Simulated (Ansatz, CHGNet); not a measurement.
For rock-salt HfC, the machine-learned potential CHGNet 0.3.0 (trained on PBE and PBE+U data) gives:

| Quantity | Result |
|---|---|
| equilibrium lattice constant a | 4.650 Å |
| formation enthalpy | -0.917 eV/atom |

Task: What does r²SCAN-D4 in Ansatz (plane waves, PAW) give for the same quantities?

Result: 
- lattice constant a: 4.633 Å (falls by 0.4 %)
- formation enthalpy: -1.106 eV/atom (moves by -0.189 eV/atom)

For comparison: lattice constant a 4.638 Å (measured, temperature not stated, not corrected to a static lattice; as tabulated in Zhang et al. (2018), doi:10.1088/1367-2630/aac7f0); formation enthalpy -1.171 ± 0.03 eV/atom (measured, 298 K, copied from a table, unchecked, no zero-point or thermal correction; as tabulated in Wang et al. (2021), doi:10.1038/s41598-021-94550-5).

Changes are worked out from the printed values.

Unless a cell is named, each level is at its own relaxed cell (CHGNet 0.3.0 12.57, r²SCAN-D4 12.43 Å³/atom).

Levels without +SOC leave out spin–orbit coupling, which shifts energies and cells of such heavy elements.

Ansatz's density-functional and Hartree–Fock values are scalar-relativistic unless marked +SOC, with PAW data made under PBE.

Ansatz is a program for electronic structure.
